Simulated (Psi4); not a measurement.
**NH3 (ammonia): levels of theory compared**

Aim: a comparison of 6 runs (HF/STO-3G, HF/6-31+G*, PBE0/def2-SVPD, MP2/6-311G**, LCCSD/cc-pV(D+d)Z, OMP2/jun-cc-pV(D+d)Z) of NH3 (ammonia). 

Program for the calculation: Psi4 1.11.

2 further runs of the same task are left out: 2 set aside as unsound or not needed.

### 1 The system as given

NH3: 4 atoms, total charge 0, spin state singlet. As SMILES, `N`. Geometry: relaxed at GFN2-xTB.

Bond lengths: N1–H2 1.013 Å, N1–H3 1.013 Å, N1–H4 1.013 Å. Angles: H2–N1–H3 107.7°, H2–N1–H4 107.7°, H3–N1–H4 107.7°.

### 2 Energy and gradient at HF/STO-3G (run 1)

Input file run.py:

```python
import psi4

psi4.set_memory('1600 MB')
psi4.set_num_threads(1)
psi4.set_output_file('output.dat', False)

m = psi4.geometry("""
0 1
N     -0.12880373     0.45888219     0.20420381
H      0.92961297    -0.56780601     1.42368187
H     -1.68556011    -0.56808947    -0.22364909
H      0.88475087     0.67699438    -1.40423659
units bohr
symmetry c1
no_reorient
no_com
""")

psi4.set_options({
    'basis': 'STO-3G',
    'puream': True,
    'e_convergence': 1e-09,
    'd_convergence': 1e-08,
    'scf_type': 'pk',
})

e_tot, wfn = psi4.gradient('scf', return_wfn=True)
psi4.oeprop(wfn, 'MAYER_INDICES', 'DIPOLE', 'LOWDIN_CHARGES')
print('gradient / Eh bohr^-1')
print(e_tot.np.round(6))
print(f'energy = {wfn.energy():.10f} Eh')
```

The run is started by

```bash
$ python run.py
```

output.dat:

```text
[...]
  Running in c1 symmetry.
[...]
  Nuclear repulsion =   11.945306882314719
[...]
  Multiplicity = 1
[...]
  Nalpha       = 5
  Nbeta        = 5
[...]
    Number of basis functions: 8
[...]
   @RHF iter   1:   -55.43238805382592   -9.16715e-01   2.10991e-02 DIIS/ADIIS
[...]
   @RHF iter   7:   -55.45374971221091   -4.40536e-13   6.79518e-10 DIIS
[...]
    Orbital Energies [Eh]
    ---------------------
    Doubly Occupied:
       1A    -15.301819     2A     -1.086873     3A     -0.573235
       4A     -0.573108     5A     -0.349118
[...]
  @RHF Final Energy:   -55.45374971221091
   => Energetics <=
    Nuclear Repulsion Energy =             11.9453068823147195
    One-Electron Energy =                 -99.0298100055358930
    Two-Electron Energy =                  31.6307534110102573
    Total Energy =                        -55.4537497122109073
[...]
  -Total Gradient:
     Atom            X                  Y                   Z
    ------   -----------------  -----------------  -----------------
       1        0.007308600885    -0.026637014867    -0.011721062172
       2       -0.009021459037     0.011974439012    -0.007186744272
       3        0.010393072841     0.011998428842     0.005074908748
       4       -0.008680214690     0.002664147014     0.013832897696
[...]
 Multipole Moments:
 ------------------------------------------------------------------------------------
     Multipole            Electronic (a.u.)      Nuclear  (a.u.)        Total (a.u.)
 ------------------------------------------------------------------------------------
 L = 1.  Multiply by 2.5417464519 to convert [e a0] to [Debye]
 Dipole X            :          0.9426185           -0.7728224            0.1697961
 Dipole Y            :         -3.3589750            2.7532742           -0.6057008
 Dipole Z            :         -1.4945975            1.2252229           -0.2693746
 Magnitude           :                                                    0.6843002
[...]
```

Standard output:

```text
gradient / Eh bohr^-1
[[ 0.007309 -0.026637 -0.011721]
 [-0.009021  0.011974 -0.007187]
 [ 0.010393  0.011998  0.005075]
 [-0.00868   0.002664  0.013833]]
energy = -55.4537497122 Eh
```

It took 2.5 s on 1 thread of Intel Xeon Platinum 8488C (Sapphire Rapids), shared host; peak memory 0.18 GiB.

### 3 The energy at HF/6-31+G(d) (spherical functions) (run 2)

Input file h3n.json:

```json
{
 "schema_name": "qcschema_input",
 "schema_version": 1,
 "molecule": {
  "schema_name": "qcschema_molecule",
  "schema_version": 2,
  "symbols": ["N", "H", "H", "H"],
  "geometry": [-0.12880373, 0.45888219, 0.20420381, 0.92961297, -0.56780601, 1.42368187, -1.68556011, -0.56808947, -0.22364909, 0.88475087, 0.67699438, -1.40423659],
  "molecular_charge": 0,
  "molecular_multiplicity": 1,
  "fix_symmetry": "c1",
  "fix_com": true,
  "fix_orientation": true
 },
 "driver": "energy",
 "model": {
  "method": "hf",
  "basis": "6-31+G*"
 },
 "keywords": {
  "puream": true,
  "e_convergence": 1e-09,
  "d_convergence": 1e-08,
  "scf_type": "pk",
  "scf_properties": ["LOWDIN_CHARGES", "QUADRUPOLE", "DIPOLE"]
 }
}
```

The run is started by

```bash
$ psi4 --qcschema h3n.json -n 1 --memory 1600MB
```

stdout:

```text
[...]
  Running in c1 symmetry.
[...]
  Nuclear repulsion =   11.945306882314719
[...]
  Multiplicity = 1
[...]
  Nalpha       = 5
  Nbeta        = 5
[...]
    Number of basis functions: 24
[...]
   @RHF iter   1:   -56.11100883701464   -4.21184e-01   1.66745e-02 ADIIS/DIIS
[...]
   @RHF iter  10:   -56.18869358004854   -2.03926e-12   6.80414e-09 DIIS
[...]
    Orbital Energies [Eh]
    ---------------------
    Doubly Occupied:
       1A    -15.546510     2A     -1.144231     3A     -0.634390
       4A     -0.634260     5A     -0.424622
[...]
  @RHF Final Energy:   -56.18869358004854
   => Energetics <=
    Nuclear Repulsion Energy =             11.9453068823147195
    One-Electron Energy =                 -99.4999722748529791
    Two-Electron Energy =                  31.3659718124897182
    Total Energy =                        -56.1886935800485361
[...]
 Multipole Moments:
 ------------------------------------------------------------------------------------
     Multipole            Electronic (a.u.)      Nuclear  (a.u.)        Total (a.u.)
 ------------------------------------------------------------------------------------
 L = 1.  Multiply by 2.5417464519 to convert [e a0] to [Debye]
 Dipole X            :          0.9567485           -0.7728224            0.1839261
 Dipole Y            :         -3.4091159            2.7532742           -0.6558417
 Dipole Z            :         -1.5169507            1.2252229           -0.2917279
 Magnitude           :                                                    0.7409873
 L = 2.  Multiply by 1.3450342976 to convert [e a0^2] to [Debye ang]
 Quadrupole XX       :         -9.3708099            4.6042101           -4.7665998
 Quadrupole XY       :          0.0451000            0.6149403            0.6600403
[...]
```

The result, in JSON:

```text
{
 "driver": "energy",
 "model": {
  "method": "hf",
  "basis": "6-31+G*"
 },
 "success": true,
 "return_result": -56.188693580048536,
 "properties": {
  "calcinfo_nbasis": 24,
  "calcinfo_nmo": 24,
  "calcinfo_nalpha": 5,
  "calcinfo_nbeta": 5,
  "calcinfo_natom": 4,
  "nuclear_repulsion_energy": 11.94530688231472,
  "return_energy": -56.188693580048536,
  "scf_one_electron_energy": -99.49997227485298,
  "scf_two_electron_energy": 31.365971812489718,
  "scf_dipole_moment": [0.18392609121799341, -0.6558416562386178, -0.29172786528922146],
  "scf_total_energy": -56.188693580048536,
  "scf_iterations": 10
 }
}
```

Run time: 2.3 s. Hardware: 1 thread of Intel Xeon Platinum 8488C (Sapphire Rapids), shared host; peak memory 0.19 GiB.

Runs 3 to 4 aren't shown in full; the table further down has their settings and results.

### 4 The energy at LCCSD/cc-pV(D+d)Z (run 5)

Input file input.in:

```
memory 1600 MB

molecule molecule1 {
  N     -0.068160     0.242830     0.108060
  H      0.491930    -0.300470     0.753380
  H     -0.891960    -0.300620    -0.118350
  H      0.468190     0.358250    -0.743090
  units angstrom
  symmetry c1
}

set globals {
  basis       cc-pV(D+d)Z
  freeze_core true
  scf_type    pk
}

energy_value, wavefunction = energy("lccsd", return_wfn=True)
print_variables()
```

The run is started by

```bash
$ psi4 -i input.in -o input.out -n 1
```

input.out:

```text
[...]
  Running in c1 symmetry.
[...]
  Nuclear repulsion =   11.945306870429269
[...]
  Multiplicity = 1
[...]
  Nalpha       = 5
  Nbeta        = 5
[...]
    Number of basis functions: 29
[...]
   @RHF iter   1:   -56.11975088555384   -4.24730e-01   1.35521e-02 DIIS/ADIIS
[...]
   @RHF iter  10:   -56.19541820670086   -4.97380e-13   2.16886e-09 DIIS
[...]
    Orbital Energies [Eh]
    ---------------------
    Doubly Occupied:
       1A    -15.535110     2A     -1.129607     3A     -0.617644
       4A     -0.617515     5A     -0.415813
[...]
  @RHF Final Energy:   -56.19541820670086
   => Energetics <=
    Nuclear Repulsion Energy =             11.9453068704292686
    One-Electron Energy =                 -99.6500712322417002
    Two-Electron Energy =                  31.5093461551115794
    Total Energy =                        -56.1954182067008574
[...]
 Multipole Moments:
 ------------------------------------------------------------------------------------
     Multipole            Electronic (a.u.)      Nuclear  (a.u.)        Total (a.u.)
 ------------------------------------------------------------------------------------
 L = 1.  Multiply by 2.5417464519 to convert [e a0] to [Debye]
 Dipole X            :         -0.0503085            0.2102521            0.1599435
 Dipole Y            :          0.1786733           -0.7490616           -0.5703882
 Dipole Z            :          0.0796269           -0.3333310           -0.2537041
 Magnitude           :                                                    0.6444303
[...]
      * SCS-MP2 total energy:                  -56.382097504351
[...]
      * MP2 total energy:                      -56.381631395616
[...]
```

Wall time 3.6 s (1 thread of Intel Xeon Platinum 8488C (Sapphire Rapids), shared host); peak memory 0.2 GiB.

### 5 A single-point energy at OMP2/jun-cc-pV(D+d)Z (DKH2, density fitting, density fitting for correlation) (run 6)

Input file job.dat:

```
memory 1600 mb

molecule geom {
  N
  H 1 R2
  H 1 R3 2 A3
  H 1 R4 3 A4 2 D4

  R2 = 1.012578
  R3 = 1.012544
  A3 = 107.73131
  R4 = 1.012645
  A4 = 107.70714
  D4 = 115.91019
  no_reorient
  no_com
}

set basis jun-cc-pV(D+d)Z
set reference rhf
set scf_type df
set freeze_core true
set mp2_type df
set relativistic dkh
set dkh_order 2

e_tot, wfn = energy("omp2", return_wfn=True)
print_variables()
```

The run is started by

```bash
$ psi4 -n 1 job.dat job.out
```

job.out:

```text
[...]
  Running in c1 symmetry.
[...]
  Nuclear repulsion =   11.945305702165271
[...]
  Multiplicity = 1
[...]
  Nalpha       = 5
  Nbeta        = 5
[...]
    Number of basis functions: 33
[...]
   @DF-RHF iter   1:   -56.14557807547676   -4.31831e-01   1.27140e-02 DIIS/ADIIS
[...]
   @DF-RHF iter  10:   -56.22973884860816   -3.26850e-12   5.75137e-09 DIIS
[...]
    Orbital Energies [Eh]
    ---------------------
    Doubly Occupied:
       1A    -15.563003     2A     -1.143004     3A     -0.629993
       4A     -0.629864     5A     -0.424234
[...]
  @DF-RHF Final Energy:   -56.22973884860816
   => Energetics <=
    Nuclear Repulsion Energy =             11.9453057021652711
    One-Electron Energy =                 -99.5698947569971153
    Two-Electron Energy =                  31.3948502062236763
    Total Energy =                        -56.2297388486081644
[...]
 Multipole Moments:
 ------------------------------------------------------------------------------------
     Multipole            Electronic (a.u.)      Nuclear  (a.u.)        Total (a.u.)
 ------------------------------------------------------------------------------------
 L = 1.  Multiply by 2.5417464519 to convert [e a0] to [Debye]
 Dipole X            :          0.1239467           -0.6691459           -0.5451991
 Dipole Y            :         -0.0773156            0.4185148            0.3411992
 Dipole Z            :         -0.0565755            0.3057744            0.2491989
 Magnitude           :                                                    0.6897529
[...]
	Warning: cc_lambda option is changed to TRUE
	For this residual convergence, default PCG convergence is:     1.00e-07
[...]
	DF-MP2 Total Energy (a.u.)         :   -56.41961440787249
[...]
	DF-MP2 Total Energy (a.u.)         :   -56.42094462502222
[...]
	DF-OMP2 Total Energy (a.u.)        :   -56.42094462504601
[...]
```

Wall time 4.2 s (1 thread of Intel Xeon Platinum 8488C (Sapphire Rapids), shared host); peak memory 0.21 GiB.

### 6 Overview of the runs

| run | level | task | integration grid | energy (Eh) | HOMO energy (eV) | LUMO energy (eV) | HOMO–LUMO gap (eV) | wall time |
| --- | --- | --- | --- | --- | --- | --- | --- | --- |
| 1 | HF/STO-3G | gradient | – | -55.453750 | -9.50 | 17.31 | 26.81 | 2.5 s |
| 2 | HF/6-31+G* (spherical functions) | energy | – | -56.188694 | -11.55 | 3.13 | 14.68 | 2.3 s |
| 3 | PBE0/def2-SVPD | gradient | 99 radial × 590 angular | -56.453431 | -7.62 | 1.01 | 8.64 | 6.9 s |
| 4 | MP2/6-311G** | energy | – | -56.408619 | -11.42 | 4.27 | 15.69 | 2.9 s |
| 5 | LCCSD/cc-pV(D+d)Z | energy | – | -56.402140 | -11.31 | 5.10 | 16.42 | 3.6 s |
| 6 | OMP2/jun-cc-pV(D+d)Z (DKH2, density fitting, density fitting for correlation) | energy | – | -56.420945 | -11.54 | 2.70 | 14.24 | 4.2 s |

### 7 What came out

| quantity | value |
| --- | --- |
| run 6: total energy | -56.42094 Eh |
| run 6: HOMO energy (Hartree–Fock orbitals) | -11.54 eV |
| run 6: LUMO energy (Hartree–Fock orbitals) | 2.70 eV |
| run 6: HOMO–LUMO gap (Hartree–Fock orbitals) | 14.24 eV |
| run 6: correlation energy (1 core orbital frozen) | -191.2 mEh |

Over runs 1, 2, 3 the dipole moment (its size) runs from 1.51 D (PBE0/def2-SVPD) to 1.88 D (HF/6-31+G*). The two ends differ in method and basis. Over runs 1, 2, 3 the HOMO–LUMO gap runs from 8.64 eV (PBE0/def2-SVPD) to 26.81 eV (HF/STO-3G). In run 1 the basis is minimal, so the values are rough. All runs together took 22 s, the longest 6.9 s.
